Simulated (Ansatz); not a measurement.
```yaml
crystal:
  periodic: [false, false, false]
  atoms:
    - {symbol: Hf, position_ang: [-0.177439, 0.001310, 0.001190]}
    - {symbol: N, position_ang: [1.806966, -0.013337, -0.012121]}
    - {symbol: H, position_ang: [2.096589, -0.992378, -0.008666]}
    - {symbol: H, position_ang: [2.113059, 0.477570, 0.829147]}
    - {symbol: H, position_ang: [2.101641, 0.468223, -0.862816]}
basis:
  gaussian: {orbitals: def2-TZVP}
magnetization: {spin_polarized: true, initial_magnetization: 4}
hamiltonian: {xc: pbe0}
relax: {f_tol: 0.004, max_steps: 80}
```

```sh
$ ansatz run in.yaml --threads 1 --pin off --events-out ev --progress --plain --max-ram 2176MiB
```

Steps of the relaxation (energy above the last step; positions in Å, forces in eV/Å):

```
5
step 1, 867.7 meV
Hf   -0.177    0.001    0.001   -4.991    0.100    0.141
N     1.807   -0.013   -0.012    3.553   -0.214   -0.344
H     2.097   -0.992   -0.009    0.538   -0.015    0.023
H     2.113    0.478    0.829    0.362    0.104    0.180
H     2.102    0.468   -0.863    0.538    0.025    0.000
```

```
5
step 2, 187.6 meV
Hf   -0.372    0.012    0.018   -1.441    0.028    0.039
N     1.826   -0.019   -0.022    0.937   -0.114   -0.190
H     2.168   -0.985   -0.011    0.159    0.385    0.014
H     2.146    0.472    0.820    0.188   -0.121   -0.206
H     2.173    0.462   -0.857    0.157   -0.178    0.343
```

```
5
step 3, 18.6 meV
Hf   -0.527    0.013    0.018   -0.414    0.002    0.002
N     1.828   -0.020   -0.024    0.462    0.125    0.217
H     2.217   -0.961   -0.011    0.011    0.038   -0.010
H     2.200    0.460    0.800   -0.071   -0.138   -0.237
H     2.222    0.450   -0.837    0.011   -0.028    0.028
```

```
5
step 6, 0.1 meV
Hf   -0.594    0.013    0.018   -0.009   -0.002   -0.004
N     1.848   -0.019   -0.021   -0.003   -0.001   -0.001
H     2.232   -0.960   -0.011    0.000   -0.001    0.002
H     2.218    0.458    0.796    0.013    0.002    0.004
H     2.237    0.449   -0.835    0.000    0.002    0.000
```

```
5
step 7, 0.0 meV
Hf   -0.596    0.011    0.015    0.000    0.000    0.000
N     1.848   -0.017   -0.019    0.000   -0.001   -0.002
H     2.229   -0.959   -0.011    0.000    0.000    0.001
H     2.226    0.458    0.796    0.000    0.000    0.000
H     2.234    0.449   -0.835    0.000    0.001    0.000
```

Close pairs at the end: N2–H4 1.016 Å, N2–H3 1.016 Å, N2–H5 1.016 Å, Hf1–N2 2.445 Å.

A stationary point of unrestricted PBE0 after 7 steps, with ⟨S²⟩ = 6.002 against 6.00 for a pure state; no frequencies were run, so it isn't proven a minimum. 3.2 min on 1 thread of Intel Xeon Platinum 8259CL, shared host.
